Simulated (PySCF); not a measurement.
Which level of theory gave which numbers?

Compound: CH5AlCl (charge -1).
Numbering: `[AlH3-:1][CH2:2][Cl:3]` (hydrogens: H4, H5, H6 on Al1; H7, H8 on C2)

The closed-shell ground state was solved 7 times with PySCF (density fitting, gas phase), always in the pcSseg-2 basis (192 functions), with these functionals: B3LYP, CAM-B3LYP, HF, KT3, LC-wPBE, PBE0 and wB97X-D. Geometry: PBE0-D3(BJ)/def2-SVP; no solvent, vibrations or thermal averaging. No diffuse functions stand in pcSseg-2, which bears on an anion's orbital energies.

| row | total energy (Eh) | HOMO (eV) | LUMO (eV) |
| --- | --- | --- | --- |
| P | -743.5070 | -2.54 | 4.28 |
| Q | -749.6216 | -1.36 | 3.46 |
| R | -743.8283 | -3.92 | 5.01 |
| S | -743.6041 | -5.27 | 6.06 |
| T | -743.8136 | -4.44 | 5.85 |
| U | -742.2526 | -5.61 | 6.38 |
| V | -743.8809 | -2.34 | 4.03 |

Question: Which functional belongs to which row?

Answer: P = PBE0, Q = KT3, R = CAM-B3LYP, S = LC-wPBE, T = wB97X-D, U = HF, V = B3LYP. By rising HOMO–LUMO gap: KT3 (GGA) 4.82 eV; B3LYP (global hybrid, 20 % exact exchange) 6.37 eV; PBE0 (global hybrid, 25 % exact exchange) 6.82 eV; CAM-B3LYP (range-separated hybrid) 8.93 eV; wB97X-D (range-separated hybrid) 10.29 eV; LC-wPBE (range-separated hybrid) 11.33 eV; HF (all exact exchange) 11.99 eV. Total energies of different functionals aren't bounds to one another; each is stationary for its own functional.

wB97X-D is run here without its empirical dispersion term; that term would change no orbital, density or response property at a fixed geometry.
